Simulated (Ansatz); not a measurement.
**Scan of [BH2···H···BH2], doublet**

Starting geometry:

```xyz
7

B    -1.5102    0.0000    0.0000
H    -2.1069    1.0336    0.0000
H    -2.1069   -1.0336    0.0000
H    -0.3167    0.0000    0.0000
B     1.5488    0.0000    0.0000
H     2.0579    0.0000    1.0770
H     2.0579    0.0000   -1.0770
```

From there H4 is moved from one fragment to the other while all else, the fragments' distance too, stays fixed; atoms are numbered as listed. Energies are in eV, counted from the starting geometry at the same level.

Basis cc-pVDZ; Ansatz 0.2.0. Only valence electrons are correlated (noble-gas cores frozen). R marks a restricted (for open shells ROHF) determinant, U an unrestricted one.

Full CI isn't at hand for all of this; UCCSDT(Q) serves as the reference, and is uncertain by about the last step of the cluster series. The frozen core follows each run's orbitals, which can shift R against U totals by a few meV.

| distance B1-H4 (Å) | RHF |
| --- | --- |
| 1.110 | 0.037 |
| 1.194 | 0.000 |
| 1.293 | 0.163 |
| 1.392 | 0.416 |
| 1.492 | 0.616 |
| 1.591 | 0.599 |
| 1.690 | 0.392 |
| 1.790 | 0.159 |
| 1.889 | 0.050 |

**Question.** Estimate the UCCSDT(Q) curve in cc-pVDZ from this one, knowing how RHF errs.

**Answer.** The computed UCCSDT(Q) values, in eV from the starting point, and the error of RHF against them:
```
distance B1-H4 (Å)  UCCSDT(Q)  RHF less UCCSDT(Q)
             1.110      0.106              -0.069
             1.194      0.000               0.000
             1.293      0.060               0.104
             1.392      0.190               0.227
             1.492      0.284               0.332
             1.591      0.280               0.320
             1.690      0.186               0.206
             1.790      0.076               0.083
             1.889      0.067              -0.017
```

The error spans 0.401 eV and is largest, 0.332 eV, at 1.492 Å.
